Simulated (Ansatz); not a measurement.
Ansatz (a quantum-chemistry and plane-wave program) input (B3LYP-D3(BJ)/def2-TZVP):

Ansatz 0.2 input:
```yaml
crystal:
  periodic: [false, false, false]
  atoms:
    - {symbol: O, position_ang: [0.05868076, 0.71529811, -0.05163121]}
    - {symbol: O, position_ang: [0.04226471, -0.60960507, -0.00105923]}
    - {symbol: H, position_ang: [-0.80756382, -0.84554439, 0.42152350]}
basis:
  gaussian:
    orbitals: def2-TZVP
hamiltonian:
  xc: b3lyp
  dispersion: d3bj
magnetization: {spin_polarized: true, initial_magnetization: 1}
phonons: {temperatures: {t_min: 298.15, t_max: 298.15, t_step: 100}}
```

Output:

```
Functional definition: B3LYP
integrals: 0.01 GiB planned
346 factors; their error is unknown
mean field: 0.15 GiB planned
mean field evaluation 1: about -4106.8973 eV, gradient 2.0e1 eV
mean field evaluation 2: about -4106.7760 eV, gradient 2.1e1 eV
mean field evaluation 4: about -4108.2328 eV, gradient 2.6e0 eV
mean field evaluation 8: about -4108.2552 eV, gradient 3.6e-2 eV
mean field evaluation 16: about -4108.2606 eV, gradient 3.3e-5 eV
mean field -4108.26064475 eV, -150.9757940155 hartree, gradient 3.3e-5 eV, S^2 0.753801; 1 other end points of the search recorded, 0 dependent functions left out
the calculation of the forces begins
reference -4108.26079303 eV, -150.9757994648 hartree; 9, 8 occupied and 59, 60 virtual orbitals, 346 factors
these checks for a lower state are left out or cut short: stability, starts, cluster_reference, orbital_swaps, neighbouring_geometries, increment
integrals: 0.01 GiB planned
346 factors; their error is unknown
mean field: 0.15 GiB planned
mean field -4108.26063338 eV, -150.9757935976 hartree, gradient 1.1e-6 eV, S^2 0.753801; 0 other end points of the search recorded, 0 dependent functions left out
the calculation of the forces begins
reference -4108.26078170 eV, -150.9757990482 hartree; 9, 8 occupied and 59, 60 virtual orbitals, 346 factors
these checks for a lower state are left out or cut short: stability, starts, cluster_reference, orbital_swaps, neighbouring_geometries, increment
integrals: 0.01 GiB planned
346 factors; their error is unknown
mean field: 0.15 GiB planned
mean field evaluation 32: about -4108.2542 eV, gradient 1.6e-4 eV
mean field -4108.26063201 eV, -150.9757935475 hartree, gradient 1.1e-6 eV, S^2 0.753800; 0 other end points of the search recorded, 0 dependent functions left out
the calculation of the forces begins
reference -4108.26078026 eV, -150.9757989955 hartree; 9, 8 occupied and 59, 60 virtual orbitals, 346 factors
these checks for a lower state are left out or cut short: stability, starts, cluster_reference, orbital_swaps, neighbouring_geometries, increment
integrals: 0.01 GiB planned
346 factors; their error is unknown
mean field: 0.15 GiB planned
mean field -4108.26057693 eV, -150.9757915230 hartree, gradient 3.1e-6 eV, S^2 0.753796; 0 other end points of the search recorded, 0 dependent functions left out
the calculation of the forces begins
reference -4108.26072526 eV, -150.9757969741 hartree; 9, 8 occupied and 59, 60 virtual orbitals, 346 factors
these checks for a lower state are left out or cut short: stability, starts, cluster_reference, orbital_swaps, neighbouring_geometries, increment
integrals: 0.01 GiB planned
346 factors; their error is unknown
mean field: 0.15 GiB planned
mean field -4108.26057862 eV, -150.9757915853 hartree, gradient 3.1e-6 eV, S^2 0.753805; 0 other end points of the search recorded, 0 dependent functions left out
the calculation of the forces begins
reference -4108.26072686 eV, -150.9757970328 hartree; 9, 8 occupied and 59, 60 virtual orbitals, 346 factors
these checks for a lower state are left out or cut short: stability, starts, cluster_reference, orbital_swaps, neighbouring_geometries, increment
integrals: 0.01 GiB planned
346 factors; their error is unknown
mean field: 0.15 GiB planned
mean field -4108.26049056 eV, -150.9757883490 hartree, gradient 1.1e-6 eV, S^2 0.753804; 0 other end points of the search recorded, 0 dependent functions left out
the calculation of the forces begins
reference -4108.26063900 eV, -150.9757938041 hartree; 9, 8 occupied and 59, 60 virtual orbitals, 346 factors
these checks for a lower state are left out or cut short: stability, starts, cluster_reference, orbital_swaps, neighbouring_geometries, increment
integrals: 0.01 GiB planned
346 factors; their error is unknown
mean field: 0.15 GiB planned
mean field evaluation 64: about -4108.2541 eV, gradient 2.1e-4 eV
mean field -4108.26048880 eV, -150.9757882845 hartree, gradient 1.1e-6 eV, S^2 0.753798; 0 other end points of the search recorded, 0 dependent functions left out
the calculation of the forces begins
reference -4108.26063692 eV, -150.9757937279 hartree; 9, 8 occupied and 59, 60 virtual orbitals, 346 factors
these checks for a lower state are left out or cut short: stability, starts, cluster_reference, orbital_swaps, neighbouring_geometries, increment
integrals: 0.01 GiB planned
346 factors; their error is unknown
mean field: 0.15 GiB planned
mean field -4108.26057860 eV, -150.9757915844 hartree, gradient 3.0e-6 eV, S^2 0.753804; 0 other end points of the search recorded, 0 dependent functions left out
the calculation of the forces begins
reference -4108.26072676 eV, -150.9757970293 hartree; 9, 8 occupied and 59, 60 virtual orbitals, 346 factors
these checks for a lower state are left out or cut short: stability, starts, cluster_reference, orbital_swaps, neighbouring_geometries, increment
integrals: 0.01 GiB planned
346 factors; their error is unknown
mean field: 0.15 GiB planned
mean field -4108.26057852 eV, -150.9757915816 hartree, gradient 3.0e-6 eV, S^2 0.753797; 0 other end points of the search recorded, 0 dependent functions left out
the calculation of the forces begins
reference -4108.26072692 eV, -150.9757970353 hartree; 9, 8 occupied and 59, 60 virtual orbitals, 346 factors
these checks for a lower state are left out or cut short: stability, starts, cluster_reference, orbital_swaps, neighbouring_geometries, increment
integrals: 0.01 GiB planned
346 factors; their error is unknown
mean field: 0.15 GiB planned
mean field -4108.26051035 eV, -150.9757890762 hartree, gradient 1.1e-6 eV, S^2 0.753797; 0 other end points of the search recorded, 0 dependent functions left out
the calculation of the forces begins
reference -4108.26065843 eV, -150.9757945184 hartree; 9, 8 occupied and 59, 60 virtual orbitals, 346 factors
these checks for a lower state are left out or cut short: stability, starts, cluster_reference, orbital_swaps, neighbouring_geometries, increment
integrals: 0.01 GiB planned
346 factors; their error is unknown
mean field: 0.15 GiB planned
mean field evaluation 96: about -4108.2540 eV, gradient 1.1e-4 eV
mean field -4108.26051349 eV, -150.9757891916 hartree, gradient 1.1e-6 eV, S^2 0.753804; 0 other end points of the search recorded, 0 dependent functions left out
the calculation of the forces begins
reference -4108.26066196 eV, -150.9757946479 hartree; 9, 8 occupied and 59, 60 virtual orbitals, 346 factors
these checks for a lower state are left out or cut short: stability, starts, cluster_reference, orbital_swaps, neighbouring_geometries, increment
integrals: 0.01 GiB planned
346 factors; their error is unknown
mean field: 0.15 GiB planned
mean field -4108.26063209 eV, -150.9757935502 hartree, gradient 2.8e-6 eV, S^2 0.753801; 0 other end points of the search recorded, 0 dependent functions left out
the calculation of the forces begins
reference -4108.26078044 eV, -150.9757990021 hartree; 9, 8 occupied and 59, 60 virtual orbitals, 346 factors
these checks for a lower state are left out or cut short: stability, starts, cluster_reference, orbital_swaps, neighbouring_geometries, increment
integrals: 0.01 GiB planned
346 factors; their error is unknown
mean field: 0.15 GiB planned
mean field -4108.26063053 eV, -150.9757934930 hartree, gradient 2.8e-6 eV, S^2 0.753800; 0 other end points of the search recorded, 0 dependent functions left out
the calculation of the forces begins
reference -4108.26077875 eV, -150.9757989398 hartree; 9, 8 occupied and 59, 60 virtual orbitals, 346 factors
Total energy: -4108.28439028 eV, -150.9766666476 hartree
Atom 0 at     0.058681     0.715298    -0.051631 Å, force    -0.000006    -0.000023     0.000003 eV/Å
Atom 1 at     0.042265    -0.609605    -0.001059 Å, force     0.000217     0.000074    -0.000108 eV/Å
Atom 2 at    -0.807564    -0.845544     0.421523 Å, force    -0.000212    -0.000050     0.000105 eV/Å
Dipole moment:    -0.335276    -0.293573     0.173158 e Å
Vibrations: 1163.41 1430.09 3570.23 cm⁻¹, zero-point energy 0.382103 eV
```

It need not be the lowest isomer of its formula.
